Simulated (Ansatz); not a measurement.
Zinc-blende MgS (metastable phase), treated with r²SCANh (Ansatz, a first-principles code, plane waves, PAW).

Numerical settings: plane-wave cutoff 520 eV, 8×8×8 k mesh, Fermi–Dirac smearing 0.01 eV, scalar-relativistic PAW data made under PBE.

Computed at the level's own relaxed cell.

```yaml
crystal:
  lattice:
    - [0.00000, -2.82763, 2.82763]
    - [2.82763, -2.82763, 0.00000]
    - [2.82763, 0.00000, 2.82763]
  atoms:
    - { symbol: Mg, position: [0.00000, 0.00000, 0.00000] }
    - { symbol: S, position: [0.25000, 0.25000, 0.25000] }
```

Problem. List the 5 lowest band energies at Γ above −25 eV (eV, relative to the valence band maximum), grouping those that round alike.

Solution. At Γ: -12.16, 0.00 (×3), 4.74.

Note: the run warned that its exchange threshold was loose for the stress.
